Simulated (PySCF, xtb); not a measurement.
isobutene cation (C4H8), SMILES C=C(C)C (connectivity only; charge and spin as stated), charge +1, multiplicity 2.

Harmonic wavenumbers (cm⁻¹) from GFN2-xTB in xtb at its own minimum, in rising order: 68, 121, 250, 397, 398, 422, 763, 838, 889, 913, 966, 997, 1029, 1282, 1287, 1306, 1310, 1312, 1338, 1425, 1432, 1473, 2872, 2876, 2994, 3002, 3042, 3047, 3070, 3108.

Problem. What does TPSSh-D3(BJ)/def2-SVP (PySCF) give at its own minimum? (An estimate is asked for; the answer gives what the named calculation found.)

Solution. 95, 167, 239, 399, 405, 440, 760, 855, 876, 968, 977, 1036, 1039, 1313, 1325, 1340, 1359, 1392, 1426, 1488, 1488, 1540, 2935, 2950, 3088, 3090, 3143, 3167, 3170, 3269. Paired by order, the mean absolute difference is 52 cm⁻¹ and the zero-point energies are 63.2 and 65.4 kcal/mol.
